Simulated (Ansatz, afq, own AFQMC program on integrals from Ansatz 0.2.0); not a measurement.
Al2H2, triplet in 6-31G, levels against full CI

```xyz
4

Al    0.0000    0.0000    1.8720
Al    0.0000    0.0000   -1.8720
H     0.0000    0.0000    3.4465
H     0.0000    0.0000   -3.4465
```

Connectivity, by distances: AlH ··· AlH.

Basis 6-31G. Noble-gas cores (and the filled d shells of Ga–Kr and In–Xe) are frozen. Ansatz 0.2.0 and our own AFQMC program on the same integrals; the CISD trial comes from CCSD amplitudes, and released means the phaseless constraint is let go. ± is one standard error of the sampling.

Determinant: UHF, the one that the program's search chose, which needn't be the lowest solution. The geometry is a point of a scan.

Full CI on the same integrals is exact in this basis and with this determinant's frozen core.

Cautions: lower spins were not checked; strong correlation (T1 0.050, weight of the determinant 0.83, largest double 0.22); the CCSDT(Q) amplitudes may be one of several solutions (largest double 0.56); the CCSDTQ amplitudes may be one of several solutions (largest double 0.59); the released energy hasn't reached full CI (97 meV above it at 2.40 1/Eh), so no released level is given (meV from the phaseless value at times in 1/Eh: 0.0 ± 1.7 at 0.24, -3.0 ± 1.4 at 0.51, -3.8 ± 1.4 at 0.99, -5.2 ± 1.2 at 1.62, -6.4 ± 1.3 at 2.40).

```
T1 diagnostic                               : 0.0496
weight of the determinant in the CISD state : 0.833
⟨S²⟩ of the determinant                     : 2.009
size of the correlated space                : 8 electrons in 20 orbitals
```

Reference: full CI, correlation energy -2.249 eV.

```json
{"level": "HF", "E − E(reference) (kJ/mol)": "217.0", "share of correlation (%)": "0.00"}
{"level": "MP2", "E − E(reference) (kJ/mol)": "91.3", "share of correlation (%)": "57.91"}
{"level": "CCSD", "E − E(reference) (kJ/mol)": "15.6", "share of correlation (%)": "92.82"}
{"level": "CCSD(T)", "E − E(reference) (kJ/mol)": "10.7", "share of correlation (%)": "95.07"}
{"level": "CCSDT", "E − E(reference) (kJ/mol)": "1.1", "share of correlation (%)": "99.47"}
{"level": "CCSDT(Q)", "E − E(reference) (kJ/mol)": "0.1", "share of correlation (%)": "99.94"}
{"level": "CCSDTQ", "E − E(reference) (kJ/mol)": "0.0", "share of correlation (%)": "99.99"}
{"level": "ph-AFQMC/CISD", "E − E(reference) (kJ/mol)": "10.0 ± 0.2", "share of correlation (%)": "95.38"}
```

CCSDT and higher add their correlation energy to the determinant of the CCSD(T) run, since their own runs factorise the integrals more tightly (a shift of under 2 meV).
